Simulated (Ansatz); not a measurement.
**Rock-salt ZrC**

Level of theory: PBEsol (Ansatz, a program for electronic structure, PAW).

Run with plane-wave cutoff 520 eV, 16×16×16 k mesh, Fermi–Dirac smearing 0.1 eV, perturbation theory, force constants from a 4×4×4 q mesh, scalar-relativistic PAW data made under PBE.

Cell: relaxed at this level.

```
Item                       Value
-----------------  -------------
TO(Γ) frequency         443 cm⁻¹
zero-point energy  0.070 eV/atom
```

Computing time: very roughly 18 core-minutes.
